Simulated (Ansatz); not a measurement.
P₂S₂⁻, relaxed as a doublet with UKS PBE0-D4/def2-TZVPD in Ansatz, starting from the GFN2-xTB geometry. Force threshold 0.02 eV/Å.

The structure comes from a short search, and lower isomers may exist.

Start:

Cartesian coordinates in Å:
```
P 0.798 0.600 1.210
P 0.426 -0.582 -0.582
S -0.008 1.603 -0.416
S -1.216 -1.621 -0.213
```

Question: Estimate the energy that the relaxation releases and the steps that it takes.

Answer: 0.4 kcal/mol, in 4 steps; 12 s on 4 threads of AMD EPYC 7R43 on a shared host. No frequencies were taken in this run, so the end may be a saddle point.

Question: Does the start keep its bonding and symmetry?

Answer: By distances, no bond broke or formed. The bond that changes most is P1–P2, from 2.18 to 2.21 Å (atoms count from 1).

Question: Predict the relaxed structure.

Answer: 
Cartesian coordinates in Å:
```
P 0.8279 0.6412 1.2214
P 0.4101 -0.5882 -0.5725
S 0.0013 1.6106 -0.4078
S -1.2393 -1.6635 -0.2412
```
Bond lengths: 3 × P–S 2.00 to 2.24 Å; 1 × P–P 2.21 Å.
